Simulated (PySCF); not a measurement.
Homolysis of single bonds, series Al CH3-NH2. Gas-phase values, no solvent. Strings in code marks are SMILES.

The highest occupied spin orbital from two functionals at the same geometries (B3LYP-D3(BJ)/def2-TZVP), both in PySCF: PBE-D3(BJ)/def2-TZVP and TPSSh-D3(BJ)/def2-TZVP. 

| species | PBE-D3(BJ)/def2-TZVP (eV) |
|---|---|
| radical fragment (`[CH3]`) | -5.38 |
| radical fragment (`[CH3][Al][CH3]`) | -4.02 |
| radical fragment (`[CH3][Al][NH2]`) | -4.20 |
| radical fragment (`[NH2]`) | -7.05 |

### Question
What does TPSSh-D3(BJ)/def2-TZVP give for each?

### Answer

- radical fragment (`[CH3]`): -6.06
- radical fragment (`[CH3][Al][CH3]`): -4.54
- radical fragment (`[CH3][Al][NH2]`): -4.72
- radical fragment (`[NH2]`): -7.83
Over these rows, drawn at random from the members with no instability flagged (it was tested for open shells, ions and some series alone), PBE minus TPSSh-D3(BJ): mean +0.62 eV, from +0.52 eV to +0.78 eV.
